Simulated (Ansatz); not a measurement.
A run of Ansatz (development build ahead of 0.2.0) on triplet N₂O at this shape:

```xyz
3

N    -0.6035    0.2358   -0.9690
N    -0.0416    0.0014   -0.0662
O     0.5595   -0.2494    0.8996
```

Its results:

```json
{
 "Converged": "yes",
 "Total energy": "-183.34681 hartree",
 "Spin squared of the determinant": "2.019",
 "Stability test": "minimum"
}
```

Forces (eV/Å):
| atom | Fx | Fy | Fz |
| --- | --- | --- | --- |
| N1 | -8.444 | 3.523 | -13.568 |
| N2 | 5.196 | -2.168 | 8.349 |
| O3 | 3.248 | -1.355 | 5.220 |

(1) Which input gives this output? Name the method, the orbitals and the basis set, and write the input.

Answers

(1) UHF in def2-SVP.

```yaml
crystal:
  periodic: [false, false, false]
  atoms:
    - { symbol: "N", position_ang: [-0.60345, 0.23581, -0.96902] }
    - { symbol: "N", position_ang: [-0.0416, 0.00141, -0.06623] }
    - { symbol: O, position_ang: [0.55948, -0.24937, 0.89961] }
basis:
  gaussian: { orbitals: def2-SVP }
magnetization:
  spin_polarized: true
  initial_magnetization: 2
hamiltonian:
  xc: hf
output:
  forces: true
```

Caution: another spin multiplicity may lie lower.
